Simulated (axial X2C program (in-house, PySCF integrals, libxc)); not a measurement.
# OH⁺: cheaper levels and CCSD(T), 2c

Computed with an axial X2C code built on PySCF integrals. Two-component (2c) means X2C with spin–orbit coupling and atomic mean-field two-electron Coulomb and Gaunt terms. Basis: O dyall-av3z [7s6p3d2f], H dyall-v3z [6s2p1d] (cores contracted in-house); Gaussian nuclei, density fitting, unrestricted open shells. Masses: O 15.995 u, H 1.008 u.

State: Ω = 1 (⟨Sz⟩ = 1.00, ⟨Lz⟩ = 0.00 at HF); fragments O + H+ for PBE0, B3LYP; O+ + H for HF, MP2, CCSD, CCSD(T).

```tsv
level	Re (Å)	ωe (cm⁻¹)	De (eV)
PBE0	1.033	3103.6	5.21
HF	1.008	3352.8	3.63
MP2	1.025	3192.6	4.90
CCSD	1.029	3135.1	5.00
B3LYP	1.038	3035.1	5.11
```

Correlated methods: 6 electrons correlated (number of frozen shells: O 1 s; H none), 130 virtual spin orbitals or spinors in MP2, 58 natural virtuals in coupled cluster.

CCSD(T), same Hamiltonian and basis:

Re = 1.031 Å, ωe = 3111.2 cm⁻¹, De = 5.04 eV; T1 = 0.008 (Lee–Taylor normalisation).

(1) Give the differences from CCSD(T) in the columns below.

The state is a single determinant with fixed occupations, the lowest that a limited PBE0 search found. De is counted from the lowest determinant-based energies of the atoms at the same level, without counterpoise correction. Density functionals use the spin component along the axis (collinear). Coupled cluster ran in a truncated set of natural virtual spinors; the MP2 energy of the rest was added. (T) has no such correction and the atoms are truncated less, which lowers De at CCSD(T) by a hundredth of an eV or more. In 2c an atomic determinant is not the ground J level, so De misses part of the atomic spin–orbit lowering. This holds for PBE0, B3LYP. Without a current term, density functionals place determinants with orbital angular momentum somewhat too high. With several unpaired electrons one determinant need not be a pure state. Open-shell Ω = 0 determinants with evenly filled partner blocks cannot be reached by this program, so the Ω shown need not be the lowest component. This is the Ω = 1 component of a π² triplet; the 0⁺ component is not one determinant and can lie lowest.

Answers

(1) 

| level | ΔRe (Å) | Δωe (cm⁻¹) | ΔDe (eV) |
| --- | --- | --- | --- |
| PBE0 | 0.002 | -8 | n/a |
| HF | -0.023 | 242 | -1.41 |
| MP2 | -0.006 | 81 | -0.14 |
| CCSD | -0.002 | 24 | -0.04 |
| B3LYP | 0.007 | -76 | n/a |
